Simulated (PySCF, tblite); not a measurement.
## Complex of PH2F and water

A gas-phase complex of PH2F and water; neutral, singlet. The structure comes from a short search (6 tight-binding starts) and was relaxed by PBE0-D3(BJ)/def2-TZVPD; another way of binding may lie lower. No frequency run checks that it is a minimum.

```json
{"part": "1", "name": "PH2F", "SMILES": "FP", "atoms": "1–4", "charge": "0", "multiplicity": "1"}
{"part": "2", "name": "water", "SMILES": "O", "atoms": "5–7", "charge": "0", "multiplicity": "1"}
```

```xyz
7

F     0.755    0.595   -0.813
P     0.094   -0.035    0.528
H    -1.063    0.793    0.561
H    -0.623   -1.090   -0.105
O    -1.313    2.471   -1.732
H    -1.224    3.188   -2.364
H    -0.468    2.012   -1.748
```
Atom numbers follow the order of the file, from 1.

| contact | kind (by geometry) | distance (Å) | angle (°) |
| --- | --- | --- | --- |
| H7···F1 | hydrogen bond | 2.092 | 146 |

Interaction energies are complex less parts, with the parts frozen as they stand in it; counterpoise-corrected, in kcal/mol (PySCF). The CCSD(T) estimate is Hartree-Fock/aug-cc-pVQZ, plus the MP2 correlation part extrapolated as X⁻³ from aug-cc-pVTZ and aug-cc-pVQZ, plus CCSD(T) less MP2 in aug-cc-pVDZ; noble-gas cores are frozen. It isn't the exact limit.

| level | interaction | superposition error removed |
| --- | --- | --- |
| Hartree-Fock/aug-cc-pVQZ | -1.69 | - |
| wB97M-D3(BJ)/def2-TZVPD | -2.87 | -0.08 |
| PBE0-D3(BJ)/def2-TZVPD | -2.94 | -0.07 |
| MP2/aug-cc-pVQZ | -2.95 | -0.26 |

(1) What does CCSD(T) at its estimated basis limit give, and which of these levels comes nearest?

(2) What holds them together? Decompose the wB97M-D3(BJ)/def2-TZVPD energy: frozen parts, their antisymmetrised product, then relaxation.

The parts were also relaxed and run alone, at the levels used for the complex: shieldings by PBE0/pcSseg-2; core levels by delta-SCF with SCAN, pcX-2 on the ionised atom and pcseg-1 elsewhere, spin-free X2C (2p3/2 is the spin-free 2p value less a third of a first-order spin-orbit splitting).

(3) How do these values change when the complex forms?

## Answers

(1) -3.06 kcal/mol. wB97M-D3(BJ)/def2-TZVPD and PBE0-D3(BJ)/def2-TZVPD and MP2/aug-cc-pVQZ come equally near, within the error of the estimate; the errors are Hartree-Fock/aug-cc-pVQZ +1.38, wB97M-D3(BJ)/def2-TZVPD +0.19, PBE0-D3(BJ)/def2-TZVPD +0.12, MP2/aug-cc-pVQZ +0.12.

(2) electrostatic -3.7, Pauli repulsion +2.8, orbital relaxation -1.2, dispersion correction -0.9 kcal/mol, which sum to the value before the counterpoise correction; the Pauli term holds the exchange-correlation of the frozen density too. Of the attraction, 64 % is electrostatic, 21 % is orbital relaxation, 15 % is dispersion correction.

(3) 
| property | alone | in the complex | change |
| --- | --- | --- | --- |
| O5–H7 bond (Å) | 0.960 | 0.962 | +0.002 |
| shielding of H7 (ppm) | 30.89 | 29.91 | -0.98 |
| shielding of F1 (ppm) | 504.2 | 503.1 | -1.1 |
| shielding of O5 (ppm) | 329.1 | 332.1 | +3.0 |
| F1 1s core level (eV) | 692.89 | 693.01 | +0.12 |
| P2 2p3/2 core level (eV) | 138.67 | 138.69 | +0.02 |
| O5 1s core level (eV) | 539.76 | 539.34 | -0.42 |
